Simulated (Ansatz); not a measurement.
CCSD(T) forces

CH₃OSi (SMILES [CH+]=[SiH]O) (charge +1), closed shell, at a frame of a short PBE0-D4/def2-SVP trajectory.

C1  (-0.999, -0.742, -0.923)
Si2  (0.115, 0.391, -0.086)
O3  (0.807, -0.187, 1.192)
H4  (-1.875, -1.194, -1.429)
H5  (0.466, 1.730, -0.671)
H6  (1.495, 0.059, 1.809)
(Å)

Program: Ansatz 0.2.0. Basis: def2-TZVPP. Cores are frozen in the correlated methods.

CCSD(T) forces from the calculation:
```
atom      Fx      Fy  Fz (eV/Å)
  C1   0.288   0.896     -0.237
 Si2  -0.564  -0.181     -0.671
  O3  -0.186  -0.427      0.168
  H4   0.647   0.232      0.661
  H5  -0.314  -0.742      0.091
  H6   0.129   0.223     -0.012
```

Root-mean-square difference of the force components from those of CCSD(T): PBE-D4 0.198; r2SCAN-D4 0.091; PBE0-D4 0.123; wB97M-V 0.092 eV/Å.

No T1 diagnostic of these runs exceeds 0.017. The restricted Hartree–Fock reference is unstable towards an unrestricted one here.

For scale, one of the runs: CCSD(T)/def2-TZVPP forces, 146 basis functions, launched by `ansatz run in.yaml --threads 2 --pin off --events-out ev --progress --plain --max-ram 3481MiB`. Time: 54 s of wall clock on 2 CPU threads of an Arm Neoverse V2; the host was shared. Peak host memory: 1.5 GiB.
